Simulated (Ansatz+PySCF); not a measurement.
# doublet CHClF: levels of theory in one basis

```xyz
4

C    -0.5563    0.5520   -0.1340
H    -0.7305    1.5009    0.3630
F    -1.5320   -0.3405    0.0271
Cl    1.0599   -0.1067    0.0125
```

Basis set: cc-pVTZ on H, C, F; cc-pV(T+d)Z on Cl (spherical functions). Correlated methods keep 7 orbitals frozen. Correlation on ROHF uses semicanonical orbitals with singles. Charge 0, multiplicity 2.

Computed with Ansatz (development build ahead of 0.2.0) and PySCF 2.14.0; each method stands on the lowest determinant of its kind that the runs found.

```
  method  E − E(ROHF) (eV)  <S²> of the determinant
    ROHF              0.00                     0.75
     UHF             -0.11                     0.76
ROHF-MP2            -15.84                        –
 UHF-MP2            -15.82                     0.76
```

(1) What does ROHF-CCSD(T) give on the same scale?

Answers

(1) -17.15 eV.
